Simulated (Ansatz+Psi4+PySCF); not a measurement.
Results of a calculation; reference values are marked as such.
This Psi4 input gave a total energy of -56.08192 hartree.

```
molecule {
1 2
N 0.300000 0.300000 0.300000
H -0.000800 0.458200 -0.661700
H 0.153000 -0.609700 0.737300
H 0.747800 1.051500 0.824400
}

set basis cc-pVTZ
set reference uhf
set scf_type pk
set mp2_type conv
set cc_type conv
set num_frozen_docc 1
energy('mp2')
```

Write an input for Ansatz with the same method and basis set.

```yaml
crystal:
  periodic: [false, false, false]
  atoms:
    - { symbol: "N", position_ang: [0.3, 0.3, 0.3] }
    - { symbol: H, position_ang: [-0.0008, 0.4582, -0.6617] }
    - { symbol: H, position_ang: [0.153, -0.6097, 0.7373] }
    - { symbol: H, position_ang: [0.7478, 1.0515, 0.8244] }
basis:
  gaussian: { orbitals: cc-pVTZ }
total_charge: 1
magnetization:
  spin_polarized: true
  initial_magnetization: 1
hamiltonian:
  xc: hf
correlation:
  method: mp2
  frozen_orbitals: { H: 0, "N": 1 }
scf:
  omitted_lower_state_checks: [stability, starts, atomic_configurations, cluster_reference, orbital_swaps, given_window_search, neighbouring_geometries, increment]
```

Ansatz (development build ahead of 0.2.0) gave -56.08192 hartree, 0.01 meV from the first.
